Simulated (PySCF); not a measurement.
# C3H3F2 (SMILES C=[C]C(F)F) at UMP2/def2-SVP

Aim: the vertical ionisation energy of C3H3F2 at UMP2/def2-SVP, from 2 runs. 

Program for the calculation: PySCF 2.14.0.

**1. The molecule**

The species is C3H3F2 (8 atoms), meant as a doublet with charge 0. As SMILES, `C=[C]C(F)F`. Geometry: relaxed at GFN2-xTB. This is one conformer, not always the lowest.

Bond lengths: C1–C2 1.289 Å, C2–C3 1.458 Å, C3–F4 1.356 Å, C3–F5 1.378 Å, C1–H6 1.092 Å, C1–H7 1.080 Å, C3–H8 1.104 Å. Angles: C1–C2–C3 142.0°, C2–C3–F4 111.9°, C2–C3–F5 112.1°, F4–C3–F5 105.4°, C2–C1–H6 123.6°, C2–C1–H7 122.1°, C2–C3–H8 112.5°, F4–C3–H8 107.7°, F5–C3–H8 106.9°, H6–C1–H7 114.3°.

**2. A single-point energy at UMP2/def2-SVP**

calc.py reads:

```python
from pyscf import gto, mp

molecule = gto.M(
    atom='''
C   -0.449670   0.693650   1.227830
C   -0.292540  -0.288480   0.408220
C    0.330540  -0.636110  -0.863490
F   -0.573020  -1.112830  -1.755500
F    0.905120   0.457160  -1.474960
H   -0.043210   1.692870   1.058540
H   -1.001550   0.588290   2.150130
H    1.124330  -1.394550  -0.750760
''',
    charge=0,
    spin=1,
    verbose=3,
    max_memory=1860,
    basis='def2-svp',
)

mf = molecule.UHF()
mf.conv_tol = 1e-10
mf.kernel()
if not mf.converged:
    mf = mf.newton().run(mf.mo_coeff, mf.mo_occ)

pt = mp.MP2(mf, frozen=5).run()
energy = pt.e_tot
print(f'total energy: {energy:.8f} hartree')
```

Launch:

```sh
OMP_NUM_THREADS=1 python calc.py
```

What it wrote:

```text
converged SCF energy = -313.890575611259  <S^2> = 0.93092036  2S+1 = 2.1734032
E(UMP2) = -314.609624812483  E_corr = -0.7190492012243
E(SCS-UMP2) = -314.589475738366  E_corr = -0.698900127107409
total energy: -314.60962481 hartree
```

Run time: 3.3 s. Hardware: 1 thread of Arm Neoverse V1, shared host; peak memory 0.21 GiB.

**3. The singlet cation at the same level**

input.py reads:

```python
from pyscf import gto, mp

mol = gto.M(
    atom=[
    ('C', (-0.449670, 0.693650, 1.227830)),
    ('C', (-0.292540, -0.288480, 0.408220)),
    ('C', (0.330540, -0.636110, -0.863490)),
    ('F', (-0.573020, -1.112830, -1.755500)),
    ('F', (0.905120, 0.457160, -1.474960)),
    ('H', (-0.043210, 1.692870, 1.058540)),
    ('H', (-1.001550, 0.588290, 2.150130)),
    ('H', (1.124330, -1.394550, -0.750760)),
],
    max_memory=1860,
    charge=1,
    basis='def2-svp',
    verbose=3,
)

myscf = mol.RHF()
myscf.conv_tol = 1e-10
myscf.kernel()
if not myscf.converged:
    myscf = myscf.newton().run(myscf.mo_coeff, myscf.mo_occ)

pt = mp.MP2(myscf, frozen=5).run()
etot = pt.e_tot
print('Final energy', etot)
```

Launch:

```sh
OMP_NUM_THREADS=1 python input.py
```

What it wrote:

```text
converged SCF energy = -313.526428288111
E(RMP2) = -314.254915067288  E_corr = -0.728486779176419
E(SCS-RMP2) = -314.238644817306  E_corr = -0.712216529195205
Final energy -314.2549150672876
```

Run time: 2 s. Hardware: 1 thread of Arm Neoverse V1, shared host; peak memory 0.2 GiB.

**4. Summary of results**

At UMP2/def2-SVP, 5 core orbitals frozen:

| quantity | value |
| --- | --- |
| doublet C3H3F2: total energy | -314.60962 Eh |
| doublet C3H3F2: dipole moment (Hartree–Fock density) | 2.42 D |
| doublet C3H3F2: HOMO energy (Hartree–Fock orbitals) (highest over α and β) | -11.55 eV |
| doublet C3H3F2: LUMO energy (Hartree–Fock orbitals) (lowest over α and β) | 2.53 eV |
| doublet C3H3F2: correlation energy (5 core orbitals frozen) | -719.0 mEh |
| doublet C3H3F2: ⟨S²⟩ of the reference determinant | 0.931 |
| singlet cation: total energy | -314.25492 Eh |
| singlet cation: HOMO energy (Hartree–Fock orbitals) | -19.69 eV |
| singlet cation: LUMO energy (Hartree–Fock orbitals) | -7.95 eV |
| singlet cation: HOMO–LUMO gap (Hartree–Fock orbitals) | 11.75 eV |
| singlet cation: correlation energy (5 core orbitals frozen) | -728.5 mEh |
| vertical ionisation energy (to the singlet cation) | 9.652 eV |

Removing an electron at fixed nuclei costs 9.65 eV (223 kcal/mol). Only the singlet of the ionised species was computed; a triplet could lie lower. ⟨S²⟩ (doublet C3H3F2) is 0.93 where a pure doublet has 0.75: the reference is spin-contaminated. Mulliken charges (doublet C3H3F2) of the mean-field density run from -0.36 on F5 to +0.77 on C3; they depend strongly on the basis. Mulliken charges (singlet cation) of the mean-field density run from -0.29 on F4 to +0.78 on C3.
